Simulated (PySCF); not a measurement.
Vibration and rotation of AlP

UHF-CCSD(T) constants of AlP, ³Σ⁻ (triplet), unpaired electrons π ↑↑ (Al STO-3G, P STO-3G; no relativity (PySCF 2.14); masses 26.9815 and 30.9738 u):

* ωe: 527.3 cm⁻¹
* ωexe: 1.44 cm⁻¹
* Be: 0.21975 cm⁻¹
* αe: 0.000858 cm⁻¹

Question: What force constant and bond length do these constants imply?

Answer: Reduced mass μred = 14.420 u; k = 5.8918×10⁻⁷·μred·ωe² (u, cm⁻¹, mdyn/Å) = 2.36 mdyn/Å; Re = √(16.8576/(μred·Be)) (u, cm⁻¹, Å) = 2.306 Å.

Question: Estimate the centrifugal constant D from the Kratzer relation and find the Dunham coefficient a1.

Answer: D = 4Be³/ωe² = 1.53e-07 cm⁻¹; a1 = −1 − αeωe/(6Be²) = -2.56.

Correlated steps freeze 10 core orbitals. STO-3G is very small, so such numbers show the basis as much as the molecule. The state was picked by a PBE0 search and need not be the measured ground state.
